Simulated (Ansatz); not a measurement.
# BO, doublet: the ladder up to full CI

Geometry: a point of a stretch scan, not a stationary point.

```yaml
atoms:
  - { symbol: B, position_ang: [0.0000, 0.0000, 0.0000] }
  - { symbol: O, position_ang: [0.0000, 0.0000, 1.6490] }
```

Basis 6-31G; Ansatz 0.2.0. Only valence electrons are correlated (noble-gas cores frozen), which leaves 9 electrons in 16 orbitals. Prefix R: restricted or restricted open-shell reference; prefix U: unrestricted. Active spaces: valence = (9e, 8o) chosen from the atoms' valence shells.

Full CI is exact within this basis and frozen core; it isn't the basis-set limit. The frozen core follows each run's orbitals, which can shift R against U totals by a few meV.

Unrestricted rows (U) aren't spin-pure: their determinants' ⟨S²⟩ exceeds S(S+1) by up to 0.83, so they mix in states of higher spin. Coupled cluster chose its determinant by a search with trial CCSD, here up to 1.13 eV above the lowest Hartree–Fock solution of its kind.

The R cluster runs have T1 = 0.131 on a determinant 1.13 eV above the lowest RHF solution, too large to trust, so RMP2, RCCSD, RCCSD(T), RCCSDT(Q), RCCSDT aren't compared. BCCD(T) turns its orbitals far from the restricted determinant (T1 = 0.160 for the singles of that rotation), so its spin and state can't be checked, and it isn't compared.

The UHF ⟨S²⟩ is 1.056, the ⟨S²⟩ of the determinant under UCCSD is 1.577 and the T1 diagnostic (RCCSD) is 0.1313. The largest doubles amplitude (RCCSD) is 0.133 and the T1 diagnostic (UCCSD) is 0.1790.

Task: From what is known of these methods and the diagnostics, rank them by the size of their error in total energy against full CI in 6-31G, smallest first (an estimate: the text doesn't fix the numbers).
A. MRCISD+Q (valence space)
B. UCCSD
C. UCCSDT(Q)
D. UCCSDTQ
E. RCCSDTQ

Result: D (0.4 kJ/mol), E (1.4 kJ/mol), A (6.7 kJ/mol), C (13.8 kJ/mol), B (46.1 kJ/mol).

All errors are against full CI in 6-31G. Below it: UCCSDTQ, RCCSDTQ, UCCSDT(Q). With T1 at 0.131 and a doubles amplitude of 0.13 one determinant is a poor start. Within each family the higher level lies nearer, as is usual though not guaranteed.

The program itself flagged as in doubt: UCCSD.

The full-CI state has the irrep A1 of C2v, in the program's axes (one component, if the state is degenerate).

Natural occupations of full CI about the gap: 1.985 1.893 1.885 1.885 1.022 0.117 0.117 0.054 0.011 0.010; effectively unpaired electrons, Σ n²(2−n)², 1.24.
